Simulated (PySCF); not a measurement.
C3H7NO.
Cartesian coordinates in Å at the PBE0-D3(BJ)/def2-SVP level; atoms count from 1:
```xyz
12
C3H7NO angstrom
C     -1.639   -0.403   -0.041
C     -0.489    0.590   -0.050
N      0.734    0.046    0.493
C      1.843   -0.166   -0.258
O      1.957    0.098   -1.433
H     -2.547    0.052   -0.464
H     -1.391   -1.293   -0.638
H     -1.880   -0.734    0.982
H     -0.249    0.896   -1.079
H     -0.766    1.504    0.504
H      0.755   -0.248    1.461
H      2.670   -0.620    0.340
```

Computed, not measured: core-valence-separated Tamm–Dancoff BHandHLYP/aug-pcX-1 (pcseg-1 on H) in PySCF, non-relativistic, gas phase, PBE0-D3(BJ)/def2-SVP geometry. Absolute energies from this functional tend to lie a few eV below measured edges; no shift was applied.

The lowest roots of each edge with f over 0.003 (five at most, numbered afresh; weaker and dark ones are left out), with transition dipoles (au) in the frame of the coordinates:

```json
{"root": "1", "edge": "C", "E (eV)": "284.79", "μx": "0.0361", "μy": "0.1001", "μz": "0.0261"}
{"root": "2", "edge": "C", "E (eV)": "285.37", "μx": "-0.0295", "μy": "-0.0191", "μz": "0.0135"}
{"root": "3", "edge": "C", "E (eV)": "286.04", "μx": "-0.0252", "μy": "0.0234", "μz": "-0.0510"}
{"root": "4", "edge": "C", "E (eV)": "286.27", "μx": "-0.0262", "μy": "0.0430", "μz": "0.0304"}
{"root": "5", "edge": "C", "E (eV)": "286.47", "μx": "0.0160", "μy": "-0.0488", "μz": "-0.0145"}
{"root": "6", "edge": "N", "E (eV)": "399.95", "μx": "0.0162", "μy": "0.0486", "μz": "0.0137"}
{"root": "7", "edge": "N", "E (eV)": "400.17", "μx": "0.0015", "μy": "0.0142", "μz": "-0.0464"}
{"root": "8", "edge": "N", "E (eV)": "403.30", "μx": "-0.0229", "μy": "0.0172", "μz": "-0.0220"}
{"root": "9", "edge": "O", "E (eV)": "529.54", "μx": "-0.0189", "μy": "-0.0526", "μz": "-0.0137"}
{"root": "10", "edge": "O", "E (eV)": "534.64", "μx": "-0.0144", "μy": "0.0071", "μz": "-0.0035"}
```

**Question.** What are the oscillator strengths?

**Answer.** f = (2/3) ΔE |μ|², with ΔE in hartree (27.2114 eV):

```
root  ΔE (Eh)  |μ|² (au)      f  core hole on
   1  10.4660   0.012004  0.084            C4
   2  10.4873   0.001417  0.010            C1
   3  10.5119   0.003784  0.027            C1
   4  10.5203   0.003460  0.024            C1
   5  10.5275   0.002848  0.020            C2
   6  14.6978   0.002812  0.028            N3
   7  14.7060   0.002357  0.023            N3
   8  14.8210   0.001304  0.013            N3
   9  19.4602   0.003312  0.043            O5
  10  19.6478   0.000270  0.004            O5
```

**Question.** Molecules are fixed in this frame and the field points along x. What effective strengths 3 f cos²θ do the roots have (θ between field and μ)?

**Answer.** root 1 (C4): 0.027, root 2 (C1): 0.018, root 3 (C1): 0.013, root 4 (C1): 0.014, root 5 (C2): 0.005, root 6 (N3): 0.008, root 7 (N3): 0.000, root 8 (N3): 0.016, root 9 (O5): 0.014, root 10 (O5): 0.008. Root 1 is the strongest. Averaged over all orientations cos²θ is 1/3, which gives f back.

The run took about 30 s of CPU time (one thread, shared machine).

One conformer stands for the species.
